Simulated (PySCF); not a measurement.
System: C2H5O2, charge 1, multiplicity 1. It need not be the lowest isomer of its formula. 
Coordinates optimised at B3LYP-D3(BJ)/def2-TZVP (Ansatz):
```
C
O 1 1.2749
H 2 0.9794 1 113.93
O 1 1.2853 2 116.78 3 0.50
H 4 0.9742 1 114.63 2 179.86
C 1 1.4727 2 118.87 3 -178.47
H 6 1.0867 1 110.43 2 -15.17
H 6 1.0914 7 110.83 1 122.90
H 6 1.0966 7 108.90 8 118.64
```
Charge +1, spin multiplicity 1.

Dispersion corrections to the total energy (kcal/mol) from the dftd3 and dftd4 libraries through PySCF: D3(BJ) without and D4 with the three-body term, each with the damping fitted for the functional named.

```
functional  D3(BJ)     D4
----------  ------  -----
PW6B95       -1.27  -1.99
BHLYP        -3.73  -2.39
TPSS         -3.67  -3.08
PBE0         -2.47    ___
HSE06        -1.72    ___
TPSSh          ___  -2.78
B3LYP        -5.00  -3.62
```

Problem. Complete the blanks.

Solution. 
- PBE0, D4: -1.86
- HSE06, D4: -1.70
- TPSSh, D3(BJ): -3.30
